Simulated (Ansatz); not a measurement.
This geometry of Cl2H2Si + H (6 atoms, charge 0, multiplicity 2) is a first-order saddle point.

The calculation used UHF/def2-SVP (Ansatz).

```xyz
6
Properties=species:S:1:pos:R:3
Si 0.008 0.000 -0.009
H -0.020 0.000 1.689
H 1.378 0.000 -0.543
Cl -0.966 1.689 -0.676
Cl -0.966 -1.689 -0.676
H -0.064 0.000 2.690
```

Problem. Which two structures does it join? (They come from a converged band through this point; their orientation in space is the band's.)

Solution. Bonds broken: Si1–H2. Bonds formed: H2–H6. Cl2H2Si + H becomes Cl2HSi + H2.

Initial state:

```xyz
6
Properties=species:S:1:pos:R:3
Si -0.015 0.000 -0.391
H -0.036 0.000 1.075
H 1.346 0.000 -0.935
Cl -0.985 1.686 -1.064
Cl -0.985 -1.686 -1.064
H 0.045 0.000 4.854
```

Final state:

```xyz
6
Properties=species:S:1:pos:R:3
Si -0.025 0.000 -0.893
H -0.216 0.000 3.653
H 1.370 0.000 -1.368
Cl -0.966 1.694 -1.604
Cl -0.966 -1.694 -1.604
H 0.174 0.000 4.291
```

Problem. How far does it lie above each of them?

Solution. 69.1 kJ/mol above the first and 87.4 kJ/mol above the second. This is the barrier of this one path; another mechanism may lie lower.

Time of the run: 90 s on 1 thread of Arm Neoverse V2 (shared host), peak memory 0.15 GiB.
